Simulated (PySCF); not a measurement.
Species: C₂H₃S (charge -1).
Bonds: C1–C2 (double), C2–S3. Hydrogens: H4, H5 on C1; H6 on C2.

The same species was optimised twice, with GFN2-xTB and with PBE0-D3(BJ)/def2-SVP (PySCF), and the same property calculations (PySCF, gas phase) were run on both structures.

```csv
coordinate,GFN2-xTB,PBE0-D3(BJ)/def2-SVP,change
C1=C2 (Å),1.340,1.362,+0.022
C1–H4 (Å),1.079,1.097,+0.018
C2–H6 (Å),1.095,1.110,+0.015
C1–H5 (Å),1.084,1.098,+0.014
C2–S3 (Å),1.705,1.718,+0.013
C1–C2–H6 (°),118.3,113.9,-4.4
C1–C2–S3 (°),127.0,130.1,+3.1
S3–C2–H6 (°),114.6,116.0,+1.4
H4–C1–H5 (°),116.8,118.0,+1.2
C2–C1–H4 (°),121.5,120.9,-0.6
C2–C1–H5 (°),121.7,121.2,-0.5
```

Rotational constants: A = 62036, B = 6101, C = 5555 MHz (GFN2-xTB) against A = 64233, B = 5834, C = 5348 MHz (PBE0-D3(BJ)/def2-SVP). Point groups within 0.08 Å: Cs and Cs.

On the GFN2-xTB structure: HOMO (eV) 0.34 [PBE0/pcSseg-1]; LUMO (eV) 5.99 [PBE0/pcSseg-1]; GIAO shielding of C1 (ppm) 94.8 [PBE0/pcSseg-1]; GIAO shielding of C2 (ppm) 16.2 [PBE0/pcSseg-1]; GIAO shielding of S3 (ppm) 473.0 [PBE0/pcSseg-1].

**Question.** What do these properties become on the PBE0-D3(BJ)/def2-SVP structure?

**Answer.** 
```json
{"property": "HOMO (eV)", "level": "PBE0/pcSseg-1", "on GFN2-xTB": "0.34", "on PBE0-D3(BJ)/def2-SVP": "0.26", "change": "-0.08"}
{"property": "LUMO (eV)", "level": "PBE0/pcSseg-1", "on GFN2-xTB": "5.99", "on PBE0-D3(BJ)/def2-SVP": "5.88", "change": "-0.11"}
{"property": "energy, GFN2-xTB geometry as zero (kcal/mol)", "level": "PBE0/pcSseg-1", "on GFN2-xTB": "0.0", "on PBE0-D3(BJ)/def2-SVP": "-0.7", "change": "-0.7"}
{"property": "GIAO shielding of C1 (ppm)", "level": "PBE0/pcSseg-1", "on GFN2-xTB": "94.8", "on PBE0-D3(BJ)/def2-SVP": "88.9", "change": "-5.9"}
{"property": "GIAO shielding of C2 (ppm)", "level": "PBE0/pcSseg-1", "on GFN2-xTB": "16.2", "on PBE0-D3(BJ)/def2-SVP": "11.0", "change": "-5.2"}
{"property": "GIAO shielding of S3 (ppm)", "level": "PBE0/pcSseg-1", "on GFN2-xTB": "473.0", "on PBE0-D3(BJ)/def2-SVP": "464.5", "change": "-8.5"}
```

The heavy atoms differ by 0.030 Å rms after alignment. Among all bonds C1=C2 changes most (+0.022 Å). Changes are differences of the printed values. Neither structure is proved a minimum here. Geometry: PBE0-D3(BJ)/def2-SVP; no solvent, vibrations or thermal averaging.
